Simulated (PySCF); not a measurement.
Computed with PBE-D3(BJ)/def2-TZVP // B3LYP-D3(BJ)/def2-TZVP (PySCF). Isolated molecules, 0 K electronic values unless said otherwise. Excitations are Tamm–Dancoff values on a coarser integration grid. The basis has no diffuse functions, so Rydberg states are missing or too high.

Reference species (SMILES): `[Si](Cl)(Br)(Cl)Br` (neutral, multiplicity 1).

* **HOMO**: -7.52 eV
* **S1 oscillator strength**: 0.005
* **S1 excitation (TDA)**: 5.41 eV

After one change: the HOMO drops by 0.59 eV; the S1 oscillator strength is nearly the same; the S1 excitation (TDA) goes up by 1.10 eV.

Q: What was changed between the two runs? The new species is one of these.
A. `Cl[Si](Br)(Br)Br`
B. `Cl[Si](Cl)(Cl)Br`
C. `Br[Si](Br)(Br)Br`
D. `Cl[Si](Cl)(Cl)Cl`

A: D, `Cl[Si](Cl)(Cl)Cl`
